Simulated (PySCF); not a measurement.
Protons, H atoms and electrons added to or taken from CC=C. Isolated molecules, 0 K electronic values unless said otherwise. One relaxed conformer stands for each flexible species; it need not be the lowest. Strings in code marks are SMILES.

These are PBE-D3(BJ)/def2-TZVP // PBE0-D4/def2-TZVP (PySCF) values and carry that method's errors. 

```
species                                                   highest occupied spin orbital (eV)  dipole moment (D)
--------------------------------------------------------  ----------------------------------  -----------------
neutral parent (`C=CC`)                                                                    –               0.43
proton added at C1 (`C[CH+]C`)                                                             –                  –
H atom removed from C1 (`[H]/[C]=C\C`)                                                     ?               1.13
H atom removed from C2 (`[C](C)=C`)                                                    -4.81               0.95
H atom removed from C3 (`[CH2]C=C` (H–C–C–C torsion 0°))                               -4.69                  –
```

### Question
What belongs in the gaps?

### Answer

- H atom removed from C1 (`[H]/[C]=C\C`), highest occupied spin orbital (eV): -5.27
